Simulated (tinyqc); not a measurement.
CIS on RHF in the sto-6g basis, frozen core, for H2F+, spin multiplicity 1, step by step. Computed by tinyqc, a small Python program that keeps every step (integrals from PySCF). Settings: charge = 1, multiplicity = 1, basis = sto-6g, method = RHF, frozen orbitals = 1, energy threshold = 1e-10, iteration cap = 84, orthogonalisation = symmetric, start = core, DIIS depth = 6. Command: `OMP_NUM_THREADS=1 python tinyqc.py 24803 24804 out.jsonl` (the two numbers bound the seeds that draw the settings). One thread of a shared host (Intel(R) Xeon(R) Processor @ 2.60GHz), about 0.1 s of CPU time with the checks. The early iterations of the SCF are left out here.

## One-electron integrals

Geometry (angstrom):
```
atom        x         y        z
F     0.00000   0.00000  0.00000
H     0.00000   0.83200  0.58000
H     0.00000  -0.78300  0.54600
```

Basis sto-6g: exponents (1/bohr^2) and contraction coefficients of normalised primitives:
```
element  l (shell)    exponent  coefficient
F            s (1)  1728.62657      0.00916
F            s (1)   316.94179      0.04936
F            s (1)    88.66889      0.16854
F            s (1)    30.46016      0.37056
F            s (1)    11.82857      0.41649
F            s (1)     4.87166      0.13033
F            s (2)    67.03228     -0.01325
F            s (2)    13.26744     -0.04699
F            s (2)     4.12351     -0.03379
F            s (2)     1.58646      0.25024
F            s (2)     0.68900      0.59512
F            s (2)     0.31582      0.24071
F            p (3)    67.03228      0.00376
F            p (3)    13.26744      0.03768
F            p (3)     4.12351      0.17390
F            p (3)     1.58646      0.41804
F            p (3)     0.68900      0.42586
F            p (3)     0.31582      0.10171
H            s (1)    35.52322      0.00916
H            s (1)     6.51314      0.04936
H            s (1)     1.82214      0.16854
H            s (1)     0.62596      0.37056
H            s (1)     0.24308      0.41649
H            s (1)     0.10011      0.13033
```

Overlap, kinetic and nuclear-attraction integrals over the contracted functions; the nuclear repulsion is the sum of Za Zb / Rab.

nuclear repulsion = 10.0127070 hartree

overlap S, order 1F 1s, 1F 2s, 1F 2px, 1F 2py, 1F 2pz, 2H 1s, 3H 1s:
```
[[1.00000, 0.23248, 0.00000, 0.00000, 0.00000, 0.04048, 0.04645],
 [0.23248, 1.00000, 0.00000, 0.00000, 0.00000, 0.38943, 0.42697],
 [0.00000, 0.00000, 1.00000, 0.00000, 0.00000, 0.00000, 0.00000],
 [0.00000, 0.00000, 0.00000, 1.00000, 0.00000, 0.25704, -0.27475],
 [0.00000, 0.00000, 0.00000, 0.00000, 1.00000, 0.17919, 0.19159],
 [0.04048, 0.38943, 0.00000, 0.25704, 0.17919, 1.00000, 0.21708],
 [0.04645, 0.42697, 0.00000, -0.27475, 0.19159, 0.21708, 1.00000]]
```

kinetic energy T (hartree), order 1F 1s, 1F 2s, 1F 2px, 1F 2py, 1F 2pz, 2H 1s, 3H 1s:
```
[[37.39773, -1.14335, 0.00000, 0.00000, 0.00000, -0.00376, -0.00224],
 [-1.14335, 1.08230, 0.00000, 0.00000, 0.00000, 0.08157, 0.10828],
 [0.00000, 0.00000, 3.25133, 0.00000, 0.00000, 0.00000, 0.00000],
 [0.00000, 0.00000, 0.00000, 3.25133, 0.00000, 0.16319, -0.19781],
 [0.00000, 0.00000, 0.00000, 0.00000, 3.25133, 0.11376, 0.13794],
 [-0.00376, 0.08157, 0.00000, 0.16319, 0.11376, 0.76852, 0.00021],
 [-0.00224, 0.10828, 0.00000, -0.19781, 0.13794, 0.00021, 0.76852]]
```

nuclear attraction V (hartree), order 1F 1s, 1F 2s, 1F 2px, 1F 2py, 1F 2pz, 2H 1s, 3H 1s:
```
[[-78.89858, -8.11589, 0.00000, 0.00138, -0.01585, -1.61846, -1.85935],
 [-8.11589, -12.54601, 0.00000, 0.01432, -0.18198, -3.69598, -4.12368],
 [0.00000, 0.00000, -12.47942, 0.00000, 0.00000, 0.00000, 0.00000],
 [0.00138, 0.01432, 0.00000, -12.61280, 0.00714, -2.12318, 2.32789],
 [-0.01585, -0.18198, 0.00000, 0.00714, -12.54426, -1.53297, -1.67751],
 [-1.61846, -3.69598, 0.00000, -2.12318, -1.53297, -6.12549, -1.52053],
 [-1.85935, -4.12368, 0.00000, 2.32789, -1.67751, -1.52053, -6.37144]]
```

core Hamiltonian H = T + V (hartree), order 1F 1s, 1F 2s, 1F 2px, 1F 2py, 1F 2pz, 2H 1s, 3H 1s:
```
[[-41.50085, -9.25924, 0.00000, 0.00138, -0.01585, -1.62221, -1.86159],
 [-9.25924, -11.46371, 0.00000, 0.01432, -0.18198, -3.61441, -4.01540],
 [0.00000, 0.00000, -9.22809, 0.00000, 0.00000, 0.00000, 0.00000],
 [0.00138, 0.01432, 0.00000, -9.36147, 0.00714, -1.95999, 2.13008],
 [-0.01585, -0.18198, 0.00000, 0.00714, -9.29293, -1.41921, -1.53957],
 [-1.62221, -3.61441, 0.00000, -1.95999, -1.41921, -5.35697, -1.52032],
 [-1.86159, -4.01540, 0.00000, 2.13008, -1.53957, -1.52032, -5.60292]]
```

## Two-electron integrals

Functions are numbered as in S; the eight-fold symmetry (ij|kl) = (ji|kl) = (kl|ij) leaves the list below.

Two-electron integrals (ij|kl) in chemists' order, unique and non-zero (hartree):
```
(11|11) 5.40624    (21|11) 0.76813    (21|21) 0.13891    (22|11) 1.26627
(22|21) 0.28399    (22|22) 0.92637    (31|31) 0.02945    (32|31) 0.04468
(32|32) 0.20475    (33|11) 1.26627    (33|21) 0.28399    (33|22) 0.92637
(33|33) 0.99808    (41|41) 0.02945    (42|41) 0.04468    (42|42) 0.20475
(43|43) 0.05379    (44|11) 1.26627    (44|21) 0.28399    (44|22) 0.92637
(44|33) 0.89051    (44|44) 0.99808    (51|51) 0.02945    (52|51) 0.04468
(52|52) 0.20475    (53|53) 0.05379    (54|54) 0.05379    (55|11) 1.26627
(55|21) 0.28399    (55|22) 0.92637    (55|33) 0.89051    (55|44) 0.89051
(55|55) 0.99808    (61|11) 0.14261    (61|21) 0.02472    (61|22) 0.04943
(61|33) 0.04935    (61|41) 0.00088    (61|42) 0.00172    (61|44) 0.04952
(61|51) 0.00061    (61|52) 0.00120    (61|54) 0.00012    (61|55) 0.04943
(61|61) 0.00447    (62|11) 0.35483    (62|21) 0.08074    (62|22) 0.29309
(62|33) 0.28897    (62|41) 0.00479    (62|42) 0.03589    (62|44) 0.29730
(62|51) 0.00334    (62|52) 0.02502    (62|54) 0.00580    (62|55) 0.29302
(62|61) 0.01437    (62|62) 0.11389    (63|31) 0.00904    (63|32) 0.05153
(63|43) 0.00752    (63|53) 0.00524    (63|63) 0.01686    (64|11) 0.19567
(64|21) 0.04516    (64|22) 0.17527    (64|33) 0.16779    (64|41) 0.01140
(64|42) 0.07192    (64|44) 0.18781    (64|51) 0.00164    (64|52) 0.01422
(64|54) 0.00872    (64|55) 0.17021    (64|61) 0.00839    (64|62) 0.08360
(64|64) 0.07782    (65|11) 0.13640    (65|21) 0.03148    (65|22) 0.12219
(65|33) 0.11697    (65|41) 0.00164    (65|42) 0.01422    (65|44) 0.12044
(65|51) 0.01019    (65|52) 0.06144    (65|54) 0.00994    (65|55) 0.12914
(65|61) 0.00585    (65|62) 0.05828    (65|64) 0.04249    (65|65) 0.04648
(66|11) 0.50612    (66|21) 0.11734    (66|22) 0.48924    (66|33) 0.47261
(66|41) 0.00895    (66|42) 0.09297    (66|44) 0.50619    (66|51) 0.00624
(66|52) 0.06481    (66|54) 0.02341    (66|55) 0.48893    (66|61) 0.02105
(66|62) 0.24343    (66|64) 0.20730    (66|65) 0.14451    (66|66) 0.77500
(71|11) 0.16379    (71|21) 0.02838    (71|22) 0.05673    (71|33) 0.05663
(71|41) -0.00101   (71|42) -0.00197   (71|44) 0.05683    (71|51) 0.00070
(71|52) 0.00137    (71|54) -0.00014   (71|55) 0.05673    (71|61) 0.00507
(71|62) 0.01601    (71|64) 0.00855    (71|65) 0.00652    (71|66) 0.02320
(71|71) 0.00590    (72|11) 0.39599    (72|21) 0.09005    (72|22) 0.32547
(72|33) 0.32095    (72|41) -0.00533   (72|42) -0.03935   (72|44) 0.33007
(72|51) 0.00371    (72|52) 0.02744    (72|54) -0.00636   (72|55) 0.32539
(72|61) 0.01556    (72|62) 0.10369    (72|64) 0.05233    (72|65) 0.05131
(72|66) 0.18076    (72|71) 0.01839    (72|72) 0.13864    (73|31) 0.01024
(73|32) 0.05780    (73|43) -0.00830   (73|53) 0.00579    (73|63) 0.01503
(73|73) 0.02086    (74|11) -0.21372   (74|21) -0.04931   (74|22) -0.19055
(74|33) -0.18232   (74|41) 0.01283    (74|42) 0.07994    (74|44) -0.20437
(74|51) -0.00181   (74|52) -0.01544   (74|54) 0.00960    (74|55) -0.18497
(74|61) -0.00812   (74|62) -0.05073   (74|64) -0.01089   (74|65) -0.02461
(74|66) -0.07863   (74|71) -0.01053   (74|72) -0.09963   (74|74) 0.09208
(75|11) 0.14903    (75|21) 0.03439    (75|22) 0.13288    (75|33) 0.12713
(75|41) -0.00181   (75|42) -0.01544   (75|44) 0.13094    (75|51) 0.01150
(75|52) 0.06857    (75|54) -0.01095   (75|55) 0.14056    (75|61) 0.00621
(75|62) 0.05057    (75|64) 0.02492    (75|65) 0.03974    (75|66) 0.09751
(75|71) 0.00734    (75|72) 0.06947    (75|74) -0.04966   (75|75) 0.05549
(76|11) 0.13850    (76|21) 0.03186    (76|22) 0.12584    (76|33) 0.12351
(76|41) 3.95e-05   (76|42) 0.00044    (76|44) 0.12581    (76|51) 0.00210
(76|52) 0.01886    (76|54) 0.00010    (76|55) 0.12819    (76|61) 0.00561
(76|62) 0.04920    (76|64) 0.03160    (76|65) 0.02867    (76|66) 0.11241
(76|71) 0.00644    (76|72) 0.05370    (76|74) -0.03327   (76|75) 0.03075
(76|76) 0.02602    (77|11) 0.53331    (77|21) 0.12356    (77|22) 0.51168
(77|33) 0.49396    (77|41) -0.00972   (77|42) -0.09862   (77|44) 0.52973
(77|51) 0.00678    (77|52) 0.06877    (77|54) -0.02494   (77|55) 0.51135
(77|61) 0.02128    (77|62) 0.16998    (77|64) 0.07615    (77|65) 0.09323
(77|66) 0.32320    (77|71) 0.02545    (77|72) 0.27432    (77|74) -0.22884
(77|75) 0.15958    (77|76) 0.11241    (77|77) 0.77500
```

## Orthogonalisation

S = U s U^T; symmetric (Loewdin) form X = U s^(-1/2) U^T, so that X^T S X = 1.

eigenvalues of S: [0.43037, 0.50616, 0.90120, 1.00000, 1.08394, 1.28221, 1.79611]

X, order 1F 1s, 1F 2s, 1F 2px, 1F 2py, 1F 2pz, 2H 1s, 3H 1s:
```
[[1.02266, -0.13419, 0.00000, 0.00077, -0.00613, 0.01641, 0.01805],
 [-0.13419, 1.16986, 0.00000, -0.01083, 0.06613, -0.21253, -0.24804],
 [0.00000, 0.00000, 1.00000, 0.00000, 0.00000, 0.00000, 0.00000],
 [0.00077, -0.01083, 0.00000, 1.07512, -0.00419, -0.17274, 0.18880],
 [-0.00613, 0.06613, 0.00000, -0.00419, 1.02941, -0.09643, -0.10921],
 [0.01641, -0.21253, 0.00000, -0.17274, -0.09643, 1.12441, -0.08509],
 [0.01805, -0.24804, 0.00000, 0.18880, -0.10921, -0.08509, 1.15163]]
```

## Iteration 8 (converged): orbitals

converged F (hartree), order 1F 1s, 1F 2s, 1F 2px, 1F 2py, 1F 2pz, 2H 1s, 3H 1s:
```
[[-26.96168, -6.53038, 0.00000, 0.00149, -0.02369, -1.14565, -1.31382],
 [-6.53038, -3.51730, 0.00000, 0.01329, -0.12606, -1.17096, -1.29621],
 [0.00000, 0.00000, -1.05591, 0.00000, 0.00000, 0.00000, 0.00000],
 [0.00149, 0.01329, 0.00000, -1.01266, 0.00893, -0.52133, 0.55480],
 [-0.02369, -0.12606, 0.00000, 0.00893, -1.03216, -0.42093, -0.44571],
 [-1.14565, -1.17096, 0.00000, -0.52133, -0.42093, -0.84376, -0.41753],
 [-1.31382, -1.29621, 0.00000, 0.55480, -0.44571, -0.41753, -0.92359]]
```

Diagonalise F' = X^T F X, C = X C', fill 5 alpha and 5 beta electrons from the bottom; D = 2 C_occ C_occ^T. Each column has its largest component positive (the first on a tie).

F' = X^T F X (hartree):
```
[[-26.54431, -3.20760, 0.00000, 0.00157, -0.03599, -0.17039, -0.21350],
 [-3.20760, -2.20310, 0.00000, -0.00816, 0.03882, -0.47092, -0.53387],
 [0.00000, 0.00000, -1.05591, 0.00000, 0.00000, 0.00000, 0.00000],
 [0.00157, -0.00816, 0.00000, -0.78232, -0.00127, -0.43009, 0.45661],
 [-0.03599, 0.03882, 0.00000, -0.00127, -0.93507, -0.27957, -0.30199],
 [-0.17039, -0.47092, 0.00000, -0.43009, -0.27957, -0.38084, -0.09107],
 [-0.21350, -0.53387, 0.00000, 0.45661, -0.30199, -0.09107, -0.37035]]
```

orbital energies (hartree): [-26.96491, -2.08093, -1.20797, -1.09223, -1.05591, -0.01764, 0.14769]

coefficients C, order 1F 1s, 1F 2s, 1F 2px, 1F 2py, 1F 2pz, 2H 1s, 3H 1s:
```
[[0.99707, -0.23692, -0.00878, 0.06370, 0.00000, 0.09762, 0.02275],
 [0.01328, 0.94416, 0.04930, -0.34266, 0.00000, -0.67556, -0.17297],
 [0.00000, 0.00000, 0.00000, 0.00000, 1.00000, 0.00000, 0.00000],
 [-0.00021, -0.01196, 0.74450, 0.04705, 0.00000, -0.14038, 0.80322],
 [0.00188, 0.11548, -0.04837, 0.87303, 0.00000, -0.54220, -0.11615],
 [-0.00237, 0.07416, 0.32450, 0.22545, 0.00000, 0.87951, -0.64881],
 [-0.00276, 0.08576, -0.34635, 0.18513, 0.00000, 0.59736, 0.96150]]
```

D after iteration 8, order 1F 1s, 1F 2s, 1F 2px, 1F 2py, 1F 2pz, 2H 1s, 3H 1s:
```
[[2.10884, -0.46542, 0.00000, -0.00183, 0.06111, -0.01684, -0.01648],
 [-0.46542, 2.02292, 0.00000, 0.01856, -0.38497, 0.01747, 0.00085],
 [0.00000, 0.00000, 2.00000, 0.00000, 0.00000, 0.00000, 0.00000],
 [-0.00183, 0.01856, 0.00000, 1.11327, 0.00737, 0.50262, -0.50034],
 [0.06111, -0.38497, 0.00000, 0.00737, 1.55573, 0.37937, 0.37656],
 [-0.01684, 0.01747, 0.00000, 0.50262, 0.37937, 0.32326, -0.12857],
 [-0.01648, 0.00085, 0.00000, -0.50034, 0.37656, -0.12857, 0.32319]]
```

## Convergence

Stop when the energy changes by less than 1e-10 hartree and every element of the error matrix X^T (F D S - S D F) X is below 3e-06.

Course of the cycle:
```
iteration  E (hartree)     change  largest element of the error matrix
1          -98.6805392          -                             6.20e-01
2          -99.7840473  -1.10e+00                             4.92e-02
3          -99.7857247  -1.68e-03                             7.38e-03
4          -99.7858402  -1.16e-04                             1.81e-03
5          -99.7858498  -9.60e-06                             5.60e-04
6          -99.7858504  -5.61e-07                             7.00e-05
7          -99.7858504  -4.42e-09                             5.01e-06
8          -99.7858504  -2.93e-11                             7.24e-08
```

PySCF RHF in the same basis = -99.7858504 hartree

Converged in 8 iterations.

## Integrals over molecular orbitals

(pq|rs) = sum C_ip C_jq C_kr C_ls (ij|kl), one index at a time.

one-electron integrals over orbitals h = C^T H C (hartree):
```
[[-41.48718, 0.70051, 0.02591, -0.18134, 0.00000, -0.29208, -0.06884],
 [0.70051, -9.74017, -0.03391, 0.34159, 0.00000, 1.38765, 0.33486],
 [0.02591, -0.03391, -8.15989, 0.06456, 0.00000, 0.37412, -2.11021],
 [-0.18134, 0.34159, 0.06456, -8.78127, 0.00000, 1.34853, 0.10902],
 [0.00000, 0.00000, 0.00000, 0.00000, -9.22809, 0.00000, 0.00000],
 [-0.29208, 1.38765, 0.37412, 1.34853, 0.00000, -5.67312, 0.02387],
 [-0.06884, 0.33486, -2.11021, 0.10902, 0.00000, 0.02387, -6.05339]]
```

Two-electron integrals over orbitals (pq|rs), unique and non-zero (hartree); the lowest 1 orbital is frozen and left out:
```
(22|22) 0.86524    (32|22) -0.00458   (32|32) 0.15945    (33|22) 0.76551
(33|32) 0.00494    (33|33) 0.74582    (42|22) 0.00647    (42|32) -0.00063
(42|33) -0.00629   (42|42) 0.15873    (43|22) -0.00511   (43|32) 0.00443
(43|33) -0.00600   (43|42) 0.00726    (43|43) 0.04897    (44|22) 0.81742
(44|32) 0.00757    (44|33) 0.72007    (44|42) -0.09074   (44|43) -0.00831
(44|44) 0.89918    (52|52) 0.18140    (53|52) 0.00493    (53|53) 0.03893
(54|52) -0.03562   (54|53) -0.00181   (54|54) 0.05531    (55|22) 0.88264
(55|32) 0.00548    (55|33) 0.75306    (55|42) -0.05066   (55|43) -0.00781
(55|44) 0.83838    (55|55) 0.99808    (62|22) -0.14734   (62|32) -0.01207
(62|33) -0.09341   (62|42) -0.04036   (62|43) 0.00409    (62|44) -0.10307
(62|55) -0.15141   (62|62) 0.07860    (63|22) -0.03688   (63|32) 0.02207
(63|33) -0.03142   (63|42) 0.01011    (63|43) 0.01691    (63|44) -0.03101
(63|55) -0.03997   (63|62) 0.01575    (63|63) 0.06673    (64|22) -0.13656
(64|32) 0.00983    (64|33) -0.08271   (64|42) 0.01108    (64|43) 0.00364
(64|44) -0.14538   (64|55) -0.14134   (64|62) 0.05884    (64|63) 0.02467
(64|64) 0.07325    (65|52) -0.05259   (65|53) -0.00550   (65|54) -0.00681
(65|65) 0.02665    (66|22) 0.58243    (66|32) 0.03107    (66|33) 0.56222
(66|42) 0.06828    (66|43) 0.01872    (66|44) 0.54574    (66|55) 0.55623
(66|62) -0.05670   (66|63) 0.02515    (66|64) -0.02211   (66|66) 0.57336
(72|22) -0.03629   (72|32) 0.06094    (72|33) -0.01676   (72|42) -0.00178
(72|43) -0.02403   (72|44) -0.02885   (72|55) -0.03628   (72|62) 0.00752
(72|63) -0.02450   (72|64) 0.01397    (72|66) -0.01546   (72|72) 0.05703
(73|22) 0.19730    (73|32) 0.01432    (73|33) 0.15888    (73|42) -0.05863
(73|43) -0.00158   (73|44) 0.19622    (73|55) 0.22247    (73|62) -0.06901
(73|63) -0.01310   (73|64) -0.07872   (73|66) 0.02721    (73|72) -0.02144
(73|73) 0.15704    (74|22) -0.00970   (74|32) -0.05713   (74|33) -0.00745
(74|42) -0.00589   (74|43) 0.00991    (74|44) -0.01216   (74|55) -0.01106
(74|62) 0.01015    (74|63) -0.03661   (74|64) -0.00315   (74|66) -0.02602
(74|72) -0.00953   (74|73) -0.01550   (74|74) 0.04818    (75|52) -0.01224
(75|53) 0.02465    (75|54) 0.00066    (75|65) 0.00208    (75|75) 0.02021
(76|22) 0.00388    (76|32) -0.08914   (76|33) -0.00370   (76|42) 0.00698
(76|43) -0.04158   (76|44) -0.00881   (76|55) -0.00178   (76|62) -0.00351
(76|63) -0.07078   (76|64) -0.01741   (76|66) -0.05298   (76|72) 0.00700
(76|73) -0.02211   (76|74) 0.05330    (76|76) 0.13758    (77|22) 0.62250
(77|32) -0.03830   (77|33) 0.62183    (77|42) 0.00958    (77|43) -0.01543
(77|44) 0.59462    (77|55) 0.60605    (77|62) -0.04803   (77|63) -0.04043
(77|64) -0.03646   (77|66) 0.52536    (77|72) -0.00974   (77|73) 0.05937
(77|74) 0.02072    (77|76) 0.04897    (77|77) 0.60490
```

## CIS matrix, singlets

A(ia,jb) = (e_a - e_i) d_ij d_ab + 2 (ia|jb) - (ij|ab).

CIS matrix A, singlet (hartree), order 2>6, 2>7, 3>6, 3>7, 4>6, 4>7, 5>6, 5>7:
```
[[1.63806, 0.01116, 0.00043, -0.04889, 0.04941, 0.01331, 0.00000, 0.00000],
 [0.01116, 1.72017, 0.04014, -0.00458, 0.02096, -0.02865, 0.00000, 0.00000],
 [0.00043, 0.04014, 0.76156, -0.02249, 0.03061, -0.03163, 0.00000, 0.00000],
 [-0.04889, -0.00458, -0.02249, 1.04790, -0.11587, -0.01558, 0.00000, 0.00000],
 [0.04941, 0.02096, 0.03061, -0.11587, 0.67535, 0.00252, 0.00000, 0.00000],
 [0.01331, -0.02865, -0.03163, -0.01558, 0.00252, 0.74166, 0.00000, 0.00000],
 [0.00000, 0.00000, 0.00000, 0.00000, 0.00000, 0.00000, 0.53533, 0.00594],
 [0.00000, 0.00000, 0.00000, 0.00000, 0.00000, 0.00000, 0.00594, 0.63797]]
```

## CIS singlet states

dipole integrals <i|r|a> (bohr), order 2>6, 2>7, 3>6, 3>7, 4>6, 4>7, 5>6, 5>7:
```
[[0.00000, 0.00516, 0.06223],
 [0.00000, -0.10666, 0.02249],
 [0.00000, 0.76829, 0.09013],
 [0.00000, 0.16650, -0.52330],
 [0.00000, 0.16361, 0.38835],
 [0.00000, -0.53841, 0.03621],
 [-0.01855, 0.00000, 0.00000],
 [-0.00237, 0.00000, 0.00000]]
```

Diagonalise A (1 hartree = 27.211386 eV); each vector has its largest component positive (the first on a tie). The transition dipole is mu = sqrt2 sum c_ia <i|r|a>.

singlet excitation energies (eV): [14.55783, 17.31604, 17.36935, 19.52980, 21.33180, 29.31955, 44.73568, 46.94624]

lowest vectors, order 2>6, 2>7, 3>6, 3>7, 4>6, 4>7, 5>6, 5>7:
```
[[0.00000, -0.03372, 0.00000, -0.01220, 0.00759, 0.10721],
 [0.00000, -0.01086, 0.00000, -0.00117, -0.05430, 0.01756],
 [0.00000, -0.19368, 0.00000, 0.56165, 0.79839, -0.08784],
 [0.00000, 0.25029, 0.00000, 0.11674, 0.08437, 0.95277],
 [0.00000, 0.94699, 0.00000, 0.11992, 0.11449, -0.26734],
 [0.00000, -0.04249, 0.00000, 0.81018, -0.58254, -0.03518],
 [0.99834, 0.00000, 0.05763, 0.00000, 0.00000, 0.00000],
 [-0.05763, 0.00000, 0.99834, 0.00000, 0.00000, 0.00000]]
```

oscillator strengths 2/3 w |mu|^2: [0.00024, 0.04374, 0.00001, 0.00513, 0.97730, 0.53111]

## CIS matrix, triplets

A(ia,jb) = (e_a - e_i) d_ij d_ab - (ij|ab).

CIS matrix A, triplet (hartree), order 2>6, 2>7, 3>6, 3>7, 4>6, 4>7, 5>6, 5>7:
```
[[1.48086, -0.00388, -0.03107, 0.08914, -0.06828, -0.00698, 0.00000, 0.00000],
 [-0.00388, 1.60612, 0.08914, 0.03830, -0.00698, -0.00958, 0.00000, 0.00000],
 [-0.03107, 0.08914, 0.62811, 0.00370, -0.01872, 0.04158, 0.00000, 0.00000],
 [0.08914, 0.03830, 0.00370, 0.73383, 0.04158, 0.01543, 0.00000, 0.00000],
 [-0.06828, -0.00698, -0.01872, 0.04158, 0.52884, 0.00881, 0.00000, 0.00000],
 [-0.00698, -0.00958, 0.04158, 0.01543, 0.00881, 0.64530, 0.00000, 0.00000],
 [0.00000, 0.00000, 0.00000, 0.00000, 0.00000, 0.00000, 0.48204, 0.00178],
 [0.00000, 0.00000, 0.00000, 0.00000, 0.00000, 0.00000, 0.00178, 0.59755]]
```

## CIS triplet states

Diagonalise A (1 hartree = 27.211386 eV); each vector has its largest component positive (the first on a tie).

triplet excitation energies (eV): [13.11625, 13.82436, 16.09912, 16.26097, 18.32997, 20.06416, 40.72107, 43.97287]

lowest vectors, order 2>6, 2>7, 3>6, 3>7, 4>6, 4>7, 5>6, 5>7:
```
[[0.00000, 0.09136, -0.00770, 0.00000, 0.04224, -0.08800],
 [0.00000, -0.00478, -0.07843, 0.00000, -0.04304, -0.04456],
 [0.00000, 0.21497, 0.75467, 0.00000, 0.60878, 0.06661],
 [0.00000, -0.20612, 0.13187, 0.00000, -0.19395, 0.94238],
 [0.00000, 0.94513, -0.20535, 0.00000, -0.10607, 0.22159],
 [0.00000, -0.09830, -0.60391, 0.00000, 0.75952, 0.22057],
 [0.99988, 0.00000, 0.00000, 0.01537, 0.00000, 0.00000],
 [-0.01537, 0.00000, 0.00000, 0.99988, 0.00000, 0.00000]]
```
